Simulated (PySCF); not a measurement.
C3H4, SMILES C=C=C (connectivity only; charge and spin as stated), charge +1, multiplicity 2. Atoms are numbered in the order given.

```xyz
7

C     -1.3107     0.0000     0.0000
C      0.0000     0.0000     0.0000
C      1.3107     0.0000     0.0000
H     -1.8727     0.8504    -0.3894
H     -1.8727    -0.8504     0.3894
H      1.8727    -0.8504    -0.3894
H      1.8727     0.8504     0.3894
```
Charge +1, spin multiplicity 2.

Geometry: B3LYP-D3(BJ)/def2-TZVP. The multiplicity is an assumed one; other spin states were not compared.

Calculation: PBE/pcH-1 (PySCF).

Unrestricted Kohn–Sham, ⟨S²⟩ = 0.755. Hyperfine tensors hold the contact and dipolar terms, without spin-orbit corrections.

Estimate the hyperfine couplings. (Estimate from the structure and the level; the computed values follow.)


```tsv
nucleus	A(iso) (MHz)	A(iso) (G)	dipolar principal values (MHz)
13C no. 1	7.1	2.5	-35.4, -31.1, 66.5
13C no. 2	-11.3	-4.0	-45.8, -20.4, 66.2
13C no. 3	7.1	2.5	-35.4, -31.1, 66.5
1H no. 4	45.3	16.1	-14.9, -8.8, 23.7
1H no. 5	45.3	16.1	-14.9, -8.8, 23.7
1H no. 6	45.3	16.1	-14.9, -8.8, 23.7
1H no. 7	45.3	16.1	-14.9, -8.8, 23.7
```

And the g tensor (effective nuclear charges for spin-orbit coupling, GIAO)? (An estimate is asked for; the answer gives what the named calculation found.)

principal values 2.0023, 2.0026, 2.0028; isotropic 2.0026.
